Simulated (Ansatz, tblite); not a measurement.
# C₁₆H₁₀: one state, many levels

An exercise on one series of results from a longer session: the logs are not shown, and one member is left open.

Method: as each input shows; program: Ansatz 0.2.0, Gaussian basis.

Levels to be run: GFN1-xTB, GFN2-xTB, PBE-D4/def2-TZVP, r2SCAN-D4/def2-TZVP, PBE-D4/def2-SVP, PBE0-D4/def2-SVP, MP2/def2-SVP.

3 further runs of the same task are left out: 3 that didn't finish. Runs told in other sessions of the task aren't counted.

## The geometry

The singlet was relaxed beforehand with PBE-D4/def2-SVP.

SMILES `c1ccc2cc3ccccc4cc(c1)c2c43`, 26 atoms, charge 0, spin multiplicity 1.

Bond lengths: C1–C2 1.430 Å, C1–C14 1.402 Å, C1–H17 1.103 Å, C2–C3 1.402 Å, C2–H18 1.103 Å, C3–C4 1.413 Å, C3–H19 1.103 Å, C4–C5 1.434 Å, C4–C15 1.443 Å, C5–C6 1.434 Å, C5–H20 1.098 Å, C6–C7 1.413 Å, C6–C16 1.443 Å, C7–C8 1.402 Å, C7–H21 1.103 Å, C8–C9 1.430 Å, C8–H22 1.103 Å, C9–C10 1.402 Å and more. Angles: C2–C1–C14 132.8°, C2–C1–H17 113.0°, C14–C1–H17 114.2°, C1–C2–C3 132.8°, C1–C2–H18 113.0°, C3–C2–H18 114.2°, C2–C3–C4 124.7°, C2–C3–H19 116.9°, C4–C3–H19 118.4°, C3–C4–C5 131.7°, C3–C4–C15 122.0°, C5–C4–C15 106.3°, C4–C5–C6 108.6°, C4–C5–H20 125.7°, C6–C5–H20 125.7°, C5–C6–C7 131.7°, C5–C6–C16 106.3°, C7–C6–C16 122.0° and more.

Geometry (Å):

```mol
C16H10
  3D, bonds by distance, orders not assigned

 26 29  0  0  0  0  0  0  0  0999 V2000
    3.6275   -0.3401    0.0033 C   0  0
    3.4754    1.0389   -0.3414 C   0  0
    2.3513    1.8571   -0.5231 C   0  0
    1.0128    1.4261   -0.3846 C   0  0
   -0.2338    2.1198   -0.5313 C   0  0
   -1.3023    1.1984   -0.2743 C   0  0
   -2.7060    1.3596   -0.2823 C   0  0
   -3.6274    0.3403   -0.0025 C   0  0
   -3.4753   -1.0385    0.3429 C   0  0
   -2.3513   -1.8570    0.5234 C   0  0
   -1.0128   -1.4266    0.3828 C   0  0
    0.2338   -2.1203    0.5296 C   0  0
    1.3023   -1.1990    0.2720 C   0  0
    2.7060   -1.3599    0.2812 C   0  0
    0.6804    0.0665   -0.0342 C   0  0
   -0.6805   -0.0674    0.0308 C   0  0
    4.6831   -0.6561    0.0598 H   0  0
    4.4393    1.5541   -0.4922 H   0  0
    2.5384    2.9099   -0.7921 H   0  0
   -0.3508    3.1794   -0.7961 H   0  0
   -3.1188    2.3532   -0.5233 H   0  0
   -4.6830    0.6567   -0.0576 H   0  0
   -4.4393   -1.5531    0.4961 H   0  0
   -2.5384   -2.9093    0.7944 H   0  0
    0.3505   -3.1797    0.7953 H   0  0
    3.1189   -2.3532    0.5234 H   0  0
  1  2  8  0
  1 14  8  0
  1 17  8  0
  2  3  8  0
  2 18  8  0
  3  4  8  0
  3 19  8  0
  4  5  8  0
  4 15  8  0
  5  6  8  0
  5 20  8  0
  6  7  8  0
  6 16  8  0
  7  8  8  0
  7 21  8  0
  8  9  8  0
  8 22  8  0
  9 10  8  0
  9 23  8  0
 10 11  8  0
 10 24  8  0
 11 12  8  0
 11 16  8  0
 12 13  8  0
 12 25  8  0
 13 14  8  0
 13 15  8  0
 14 26  8  0
 15 16  8  0
M  END
```

PBE0-D4/def2-TZVP was run before; its log isn't repeated, and its numbers join the tables.

The first run:

Tight binding, by tblite at 300 K electronic temperature and without a spin-polarisation term:

```python
tblite.interface.Calculator('GFN1-xTB', numbers, positions, charge=0, uhf=0).singlepoint()
```

Tight binding, by tblite at 300 K electronic temperature and without a spin-polarisation term:

```python
tblite.interface.Calculator('GFN2-xTB', numbers, positions, charge=0, uhf=0).singlepoint()
```

start.molden holds the orbitals of an earlier run on this state, given as this run's starting guess.

Input file in.yaml:

```yaml
crystal:
  periodic: [false, false, false]
  atoms:
    - {symbol: C, position_ang: [3.627458, -0.340115, 0.003263]}
    - {symbol: C, position_ang: [3.475378, 1.038928, -0.341385]}
    - {symbol: C, position_ang: [2.351257, 1.857138, -0.523071]}
    - {symbol: C, position_ang: [1.012754, 1.426093, -0.384578]}
    - {symbol: C, position_ang: [-0.233832, 2.119809, -0.531330]}
    - {symbol: C, position_ang: [-1.302287, 1.198355, -0.274301]}
    - {symbol: C, position_ang: [-2.706029, 1.359588, -0.282278]}
    - {symbol: C, position_ang: [-3.627415, 0.340325, -0.002493]}
    - {symbol: C, position_ang: [-3.475345, -1.038517, 0.342928]}
    - {symbol: C, position_ang: [-2.351251, -1.857034, 0.523410]}
    - {symbol: C, position_ang: [-1.012796, -1.426559, 0.382753]}
    - {symbol: C, position_ang: [0.233797, -2.120277, 0.529615]}
    - {symbol: C, position_ang: [1.302256, -1.198975, 0.272003]}
    - {symbol: C, position_ang: [2.706040, -1.359864, 0.281191]}
    - {symbol: C, position_ang: [0.680430, 0.066461, -0.034218]}
    - {symbol: C, position_ang: [-0.680483, -0.067367, 0.030752]}
    - {symbol: H, position_ang: [4.683057, -0.656140, 0.059793]}
    - {symbol: H, position_ang: [4.439324, 1.554126, -0.492170]}
    - {symbol: H, position_ang: [2.538437, 2.909894, -0.792104]}
    - {symbol: H, position_ang: [-0.350772, 3.179404, -0.796124]}
    - {symbol: H, position_ang: [-3.118794, 2.353196, -0.523282]}
    - {symbol: H, position_ang: [-4.682973, 0.656734, -0.057579]}
    - {symbol: H, position_ang: [-4.439251, -1.553069, 0.496143]}
    - {symbol: H, position_ang: [-2.538357, -2.909297, 0.794415]}
    - {symbol: H, position_ang: [0.350535, -3.179682, 0.795280]}
    - {symbol: H, position_ang: [3.118874, -2.353156, 0.523359]}
basis:
  gaussian: {orbitals: def2-TZVP, initial_orbitals: start.molden}
hamiltonian: {xc: pbe, dispersion: d4}
scf: {omitted_lower_state_checks: [starts]}
output: {forces: true, orbitals: {seedname: orbitals}}
```

Run with:

```sh
$ ansatz run in.yaml --threads 4 --pin off --events-out ev --progress --plain --max-ram 6963MiB
```

Steps of the session up to this table: PBE-D4/def2-TZVP; r2SCAN-D4/def2-TZVP; PBE-D4/def2-SVP; PBE0-D4/def2-SVP; MP2/def2-SVP.

One of the session's tables, all rows but one given; the rest of the session is left out.

It belongs to the step «Binding energy». 

| level | binding an atom (eV) |
| --- | --- |
| HF/def2-SVP | 4.037 |
| PBE-D4/def2-SVP | 5.748 |
| PBE-D4/def2-TZVP | 5.654 |
| r2SCAN-D4/def2-TZVP | 5.455 |
| PBE0-D4/def2-SVP | 5.615 |
| PBE0-D4/def2-TZVP | 5.519 |
| MP2/def2-SVP | ? |

**Question.** Estimate the row for MP2/def2-SVP.

**Answer.** binding an atom (eV): 5.382. In the column «binding an atom (eV)» it lies between HF/def2-SVP (4.037) and r2SCAN-D4/def2-TZVP (5.455).

To keep in mind: Free atoms were run apart at each level; binding is atoms less cluster, divided by the number of atoms, without zero-point or spin-orbit terms.
